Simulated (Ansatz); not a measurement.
Species: C3H2N, charge 0, doublet. C3H2N (SMILES C=[C]C#N, doublet).
B3LYP-D3(BJ)/def2-TZVP minimum from Ansatz (an electronic-structure program):
```xyz
6

C     -0.1282    -1.7986    -0.0228
C      0.1404    -0.5266    -0.0139
C      0.0407     0.8046     0.0109
H     -1.1530    -2.1666     0.0132
H      0.6558    -2.5497    -0.0664
N      0.0257     1.9771     0.0297
```
Charge 0, spin multiplicity 2.

Property: atomisation energy (electronic, to ground-state atoms), in kcal/mol. Open shells are spin-unrestricted; no spin-orbit coupling. CBS(X,Y): correlation extrapolated as X^-3, Hartree-Fock from the larger set. A bracket is a step between two methods taken in the basis named. Functionals run without relativity, which enters their misses. Double hybrids freeze cores in their MP2 part. '+ core + X2C': CCSD(T) terms for core correlation (cc-pwCVTZ) and scalar relativity (cc-pVTZ-DK). Where a partner has so few electrons that a lower coupled-cluster level is exact, that level stands in. The UHF reference of C3H2N (C=[C]C#N, doublet) is spin-contaminated (<S^2> up to 0.63 over the pure value in the sets run).

CCSD(T)/CBS(cc-pVTZ,cc-pVQZ) + [CCSDT(Q) - CCSD(T)]/cc-pVDZ + core + X2C (Ansatz) gives 648.8 kcal/mol.

Question: What does PBE/def2-TZVPD (Ansatz) give here, and how do the other levels compare?

Answer: PBE gives 686.4 kcal/mol, 37.6 kcal/mol above it. Differences of the others: B3LYP/def2-TZVPD (Ansatz) 4.5; B2PLYP/def2-TZVPD (Ansatz) -2.3; CCSD(T)/CBS(cc-pVTZ,cc-pVQZ) + core + X2C (Ansatz) -2.8 kcal/mol. Nearer than PBE: B3LYP/def2-TZVPD, B2PLYP/def2-TZVPD, CCSD(T)/CBS(cc-pVTZ,cc-pVQZ) + core + X2C.
